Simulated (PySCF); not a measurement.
**Telling isomers of C2H3NO apart by NMR**

PySCF calculation with geometry: PBE0-D3(BJ)/def2-SVP, spin–spin couplings from B3LYP/pcJ-1 and PBE0/pcSseg-1 with gauge-including orbitals; gas phase, one computed conformer, non-relativistic Hamiltonian, averaged over atoms made equivalent by symmetry, fast rotation or ring inversion.

Chemical shifts δ = σref − σ; TMS for ¹H and ¹³C, all at this level. Multiplet labels drop J under 1 Hz and among equivalent protons, and merge close values. Unscaled 3J(H,H) run several per cent high. Shifts are as computed. Against solution values, carbons near 30 ppm lie about +2 ppm off and those near 130 ppm about +5 ppm. Of 1211 compounds with measured shifts, 218 miss one by over three times the rms of a fit or turn the order of signals round; such compounds aren't used in these exercises. OH and NH positions are gas-phase values without hydrogen bonding to other molecules.

(1) Tabulate the signals of `[H]/N=C\C=O`, `C=NC=O` and their relative energies.

(2) What is the quickest way to tell [H]/N=C\C=O from C=NC=O?

Results:

(1) 
```tsv
SMILES	carbon types	δC	δH	E rel. (kcal/mol)
[H]/N=C\C=O	2×CH	185.6, 167.5	12.55 (br s, 1H), 9.05 (d, 1H), 8.11 (d, 1H)	3.3
C=NC=O	1×CH 1×CH2	177.6, 157.4	9.15 (d, 1H), 7.58 (dd, 1H), 7.26 (d, 1H)	0.0
```

Energies are electronic energies at PBE0/pcSseg-1 on these geometries, without zero-point or thermal terms, each for the one conformer computed, which needn't be the lowest.

(2) Both give the same number of carbon signals, but DEPT or the intensities differ. The first has a C=N carbon (CH) at 167.5 ppm, the second a C=N carbon (CH2) at 157.4 ppm. Their most deshielded carbons lie at 185.6 and 177.6 ppm.
